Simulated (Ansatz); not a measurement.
in.yaml

```yaml
crystal:
  periodic: [false, false, false]
  atoms:
    - {symbol: Ge, position_ang: [0.000000, -0.574220, 2.669758]}
    - {symbol: Na, position_ang: [0.000000, -0.457827, -5.245386]}
    - {symbol: H, position_ang: [0.000000, 1.032047, 2.575628]}
basis:
  gaussian: {orbitals: 6-31G}
magnetization: {spin_polarized: true, initial_magnetization: 0}
hamiltonian: {xc: {name: PBE}}
output: {orbitals: {seedname: orbitals}}
```

```sh
$ ansatz run in.yaml --threads 1 --pin off --events-out ev --progress --plain --max-ram 2393MiB
```

Task: Roughly how long does this take on 1 thread of INTEL XEON PLATINUM 8581C, shared host, and how much host memory?

Result: 9 s wall and 0.17 GiB.

```
414 factors; integrals over basis functions are off by at most 5.9e-4 eV
mean field evaluation 1: about -60921.2317 eV, gradient 1.0e1 eV
mean field evaluation 2: about -60863.6249 eV, gradient 2.6e1 eV
mean field evaluation 4: about -60918.8354 eV, gradient 1.1e1 eV
mean field evaluation 8: about -60922.1183 eV, gradient 7.2e0 eV
mean field evaluation 16: about -60925.7563 eV, gradient 1.5e-4 eV
mean field evaluation 32: about -60926.2540 eV, gradient 3.1e-2 eV
mean field evaluation 64: about -60926.2571 eV, gradient 2.5e-2 eV
mean field evaluation 96: about -60926.0328 eV, gradient 2.0e0 eV
mean field evaluation 128: about -60926.2279 eV, gradient 1.4e-2 eV
mean field evaluation 160: about -60919.9489 eV, gradient 1.0e1 eV
mean field -60926.25823643 eV, -2238.9986928876 hartree, gradient 4.6e-6 eV, S^2 1.000650; 10 other end points of the search recorded, 0 dependent functions left out
reference -60926.25829024 eV, -2238.9986948652 hartree; 22, 22 occupied and 22, 22 virtual orbitals, 414 factors
Total energy: -60926.25829024 eV, -2238.9986948652 hartree
```
